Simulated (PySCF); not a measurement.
Lithium chloride, LiCl.
Cartesian coordinates in Å at the PBE0-D3(BJ)/def2-SVP level; atoms count from 1:
```xyz
2
LiCl angstrom
Li     1.0259   -0.0834    0.0075
Cl    -0.9762   -0.0043   -0.0297
```

Computed at PBE0/pcSseg-1 (PySCF, non-relativistic), with Q(7Li) = −0.04 b, Q(35Cl) = −0.0817 b: Li1, 7Li (I = 3/2): χzz = 0.266 MHz, η = 0.000; Cl2, 35Cl (I = 3/2): χzz = -3.499 MHz, η = 0.001.

Task: Find the zero-field quadrupole resonance frequencies of 7Li at Li1.

Result: From ν = (|χ|/2)√(1 + η²/3): ν = 0.133 MHz (lithium bonded to Cl).

Task: Where would the pure quadrupole (NQR) lines of 35Cl at Cl2 fall for the rigid, isolated species?

Result: From ν = (|χ|/2)√(1 + η²/3): ν = 1.750 MHz (chlorine bonded to Li). For 37Cl the ratio of quadrupole moments, 0.7881, gives 1.379 MHz.

Task: Apply the simplest Townes–Dailey estimate (no s hybridisation, no π bonding), ionic character = 1 − χzz/χ0, where χ0 is the coupling for one missing p electron along the bond: −109.74 MHz for 35Cl.

Result: Cl2 on Li1: 1 − (-3.499)/(-109.74) = 0.97. In this model a purely covalent bond gives χ0 and a free halide ion gives zero; s hybridisation or π bonding, where present, is counted here as ionic character.

In a crystal, neighbours and librations shift these lines. With so small a basis the couplings can be 20 % off.
